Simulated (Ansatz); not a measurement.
**Down a group: atomization energies of CH$_{4}$, SiH4**

Ansatz 0.2.0, functionals in def2-QZVPP, HF, MP2 and coupled cluster extrapolated from def2-TZVPP and def2-QZVPP (exp(−7.88 √X), X^−2.97); geometries are PBE0/def2-TZVP minima. Wave-function levels freeze the cores; HF, MP2 and coupled cluster are restricted for singlets and unrestricted otherwise, atoms included (their steps beyond CCSDT(Q) come from restricted open-shell runs), Kohn–Sham unrestricted where that lies lower. The best estimate adds to that CCSD(T) limit the step from CCSD(T) to the highest level run in a smaller set (full CI/cc-pVDZ). It lacks core correlation, which semilocal and hybrid functionals hold and which counts in their errors here, (a few kJ/mol in atomization energies of light atoms) is good to about 1 kcal/mol where the step is under 0.06 eV, as here, and is no measured value. An error is the level's value less this estimate. Energies are electronic, without zero-point terms. No spin–orbit coupling and no scalar relativity. CCSD(T)'s error is that step with its sign reversed, by construction, and steps from double-zeta sets run high. The species are chosen: bound, without strong static correlation by their natural occupations or amplitudes, in their lowest spin state as far as vertical gaps and like structures tell, and with a ladder that closes on the reference, so errors are smaller than for species at large; levels whose determinant breaks symmetry or spin markedly are left out.

| species | bonds (Å) | quantity | symmetry of the states | reference | value (kJ/mol) | error CCSD | error CCSD(T) | error PBE | error B97M-V | error PBE0 |
| --- | --- | --- | --- | --- | --- | --- | --- | --- | --- | --- |
| CH4, singlet | C–H 1.090, angles at C 109° | atomization | – | limit + step to full CI/cc-pVDZ | 1756.9 | -13.3 | -0.6 | 0.3 | 2.0 | -9.0 |
| SiH4, singlet | Si–H 1.485, angles at Si 109° | atomization | – | limit + step to full CI/cc-pVDZ | 1361.4 | -4.5 | -0.6 | -49.0 | 8.6 | -40.6 |

The reference falls from C to Si, by 395.5 kJ/mol in all.
